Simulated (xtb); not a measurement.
xtb input (GFN2-xTB):

```bash
xtb mol.xyz --gfn 2 --ohess tight --chrg 0 --uhf 0
```
mol.xyz:
```
4

O     -0.01274390     0.69961401    -0.23946902
O      0.02421429    -0.70871491    -0.20980345
H      0.82280396     0.87896733     0.23502614
H     -0.82851568    -0.84630189     0.20757286
```

End of the output:

```
   ------------------------------------------------------------------------
       1    246.03    -0.52439 ( 99.83%)    -0.58296 (  0.17%)    -0.52449
   ------------------------------------------------------------------------

   temp. (K)  partition function   enthalpy   heat capacity  entropy
                                   cal/mol     cal/K/mol   cal/K/mol   J/K/mol
 298.15  VIB   1.45                  342.102      2.400      1.891
         ROT   911.                  888.752      2.981     16.524
         INT  0.132E+04             1230.854      5.381     18.415
         TR   0.192E+27             1481.254      4.968     36.487
Note: The following floating-point exceptions are signalling: IEEE_DENORMAL
normal termination of xtb
         TOT                        2712.1083    10.3491    54.9021   229.7102

       T/K    H(0)-H(T)+PV         H(T)/Eh          T*S/Eh         G(T)/Eh
   ------------------------------------------------------------------------
    298.15    0.432202E-02    0.292584E-01    0.260857E-01    0.317270E-02
   ------------------------------------------------------------------------

         :::::::::::::::::::::::::::::::::::::::::::::::::::::
         ::                  THERMODYNAMIC                  ::
         :::::::::::::::::::::::::::::::::::::::::::::::::::::
         :: total free energy          -9.051496951864 Eh   ::
         ::.................................................::
         :: total energy               -9.054669654091 Eh   ::
         :: zero point energy           0.024936419644 Eh   ::
         :: G(RRHO) w/o ZPVE           -0.021763717417 Eh   ::
         :: G(RRHO) contrib.            0.003172702227 Eh   ::
         :::::::::::::::::::::::::::::::::::::::::::::::::::::

optimized geometry written to: xtbopt.xyz

           -------------------------------------------------
          | TOTAL ENERGY               -9.054669654091 Eh   |
          | TOTAL ENTHALPY             -9.025411214743 Eh   |
          | TOTAL FREE ENERGY          -9.051496951864 Eh   |
          | GRADIENT NORM               0.000323237694 Eh/α |
          | HOMO-LUMO GAP               7.580147670202 eV   |
           -------------------------------------------------

------------------------------------------------------------------------
------------------------------------------------------------------------
 total:
 SCF:
 ANC optimizer:
 analytical hessian:
```
